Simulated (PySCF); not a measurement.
ClH2Si(SH), ClH3SSi.
Atom-mapped SMILES: `[SH:1][SiH2:2][Cl:3]` (hydrogens: H4 on S1; H5, H6 on Si2)

The same species was optimised twice, with GFN2-xTB and with PBE0-D3(BJ)/def2-SVP (PySCF), and the same property calculations (PySCF, gas phase) were run on both structures.

```json
{"coordinate": "S1–H4 (Å)", "GFN2-xTB": "1.325", "PBE0-D3(BJ)/def2-SVP": "1.352", "change": "+0.027"}
{"coordinate": "S1–Si2 (Å)", "GFN2-xTB": "2.149", "PBE0-D3(BJ)/def2-SVP": "2.131", "change": "-0.018"}
{"coordinate": "Si2–S1–H4 (°)", "GFN2-xTB": "97.1", "PBE0-D3(BJ)/def2-SVP": "94.6", "change": "-2.5"}
```

Rotational constants: A = 13172, B = 2517, C = 2181 MHz (GFN2-xTB) against A = 13433, B = 2400, C = 2114 MHz (PBE0-D3(BJ)/def2-SVP). Atoms that the bonding makes alike are paired by their places after alignment. End groups have turned between the structures, so Cl3, H5, H6 are left out of the comparison.

On the GFN2-xTB structure: HOMO (eV) -7.72 [PBE0/pcSseg-1]; LUMO (eV) -0.08 [PBE0/pcSseg-1]; dipole (D) 1.01 [PBE0/pcSseg-1]; GIAO shielding of S1 (ppm) 696.9 [PBE0/pcSseg-1]; GIAO shielding of Si2 (ppm) 356.3 [PBE0/pcSseg-1]; GIAO shielding of Cl3 (ppm) 943.4 [PBE0/pcSseg-1].

What do these properties become on the PBE0-D3(BJ)/def2-SVP structure?

```csv
property,level,on GFN2-xTB,on PBE0-D3(BJ)/def2-SVP,change
HOMO (eV),PBE0/pcSseg-1,-7.72,-7.99,-0.27
LUMO (eV),PBE0/pcSseg-1,-0.08,-0.04,+0.04
dipole (D),PBE0/pcSseg-1,1.01,1.44,+0.43
"energy, GFN2-xTB geometry as zero (kcal/mol)",PBE0/pcSseg-1,0.0,-2.4,-2.4
GIAO shielding of S1 (ppm),PBE0/pcSseg-1,696.9,671.5,-25.4
GIAO shielding of Si2 (ppm),PBE0/pcSseg-1,356.3,351.1,-5.2
GIAO shielding of Cl3 (ppm),PBE0/pcSseg-1,943.4,907.0,-36.4
```

The heavy atoms differ by 0.036 Å rms after alignment. Among the bonds compared S1–H4 changes most (+0.027 Å). Changes are differences of the printed values. Neither structure is proved a minimum here.

Conformer computed: `[SH:1][SiH2:2][Cl:3]`: H–S1–Si2–Cl3 69°.
